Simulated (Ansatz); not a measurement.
Relaxation of CH$_{6}$BN (9 atoms, charge 0, multiplicity 1), to a largest force component of 0.03 eV/Å in at most 50 steps.

These are results of Ansatz 0.2.0, RKS B3LYP/def2-SVP, not measurements.

```xyz
9
Properties=species:S:1:pos:R:3
B 0.128 -0.195 0.265
H -0.013 -0.598 1.386
N 1.516 0.030 -0.154
H 2.301 -0.152 0.460
H 1.786 0.341 -1.081
C -1.098 0.087 -0.681
H -1.786 -0.775 -0.708
H -1.685 0.928 -0.271
H -0.832 0.335 -1.721
```

Question: Where does it end, and by what steps?

Answer: The run converged. After 4 steps the energy has fallen by 0.098 eV; H7 moved furthest, 0.09 Å.

```csv
step,energy less start (eV),largest force component (eV/Å),accepted
0,0.0000,2.327,yes
1,-0.0833,0.999,yes
2,-0.0956,0.151,yes
3,-0.0974,0.050,yes
4,-0.0977,0.017,yes
```

```xyz
9
Properties=species:S:1:pos:R:3
B 0.158 -0.170 0.266
H -0.012 -0.533 1.411
N 1.479 -0.004 -0.155
H 2.278 -0.171 0.445
H 1.733 0.295 -1.091
C -1.076 0.098 -0.680
H -1.709 -0.805 -0.749
H -1.724 0.881 -0.246
H -0.810 0.407 -1.705
```

Whether the end is a true minimum wasn't checked by a vibrational analysis.

Run time: 9.8 s on 1 thread of Intel(R) Xeon(R) Platinum 8488C (Sapphire Rapids) (shared host), peak memory 0.16 GiB.
